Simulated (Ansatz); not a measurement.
# Telling isomers of C3H4F2 apart by their spectra

These gas-phase data were calculated for one isomer of C3H4F2 at r2SCAN-D4/def2-SVP (harmonic, unscaled wavenumbers; equilibrium rotational constants with average atomic masses):

| Item | Value |
| --- | --- |
| rotational constants | 11.57, 3.56, 3.073 GHz |
| all wavenumbers above 1500 cm⁻¹ | 3245, 3162, 3162, 3134 |

Candidates:

(1) `F[C@@H]1C[C@@H]1F`, a singlet
(2) `F[C@@H]1C[C@H]1F`, a singlet
(3) `FC1(F)CC1`, a singlet

Which structure fits? Where the bands don't settle it, estimate the moments of inertia from typical bond lengths.

Candidate (2). The rotational constants decide: (1) would give 7.905, 5.042, 3.704 GHz; (3) would give 7.174, 5.575, 4.234 GHz.

The same quantities for all candidates:

```
     rotational constants (GHz)   wavenumbers above 1500 cm⁻¹  E above the lowest, r2SCAN-D4/def2-SVP (kcal/mol)
(1)         7.905, 5.042, 3.704        3241, 3154, 3145, 3130                                               12.0
(2)          11.57, 3.56, 3.073        3245, 3162, 3162, 3134                                                9.3
(3)         7.174, 5.575, 4.234  3252, 3243, 3137, 3137, 1515                                                0.0
```

Programs: Ansatz 0.2.0.
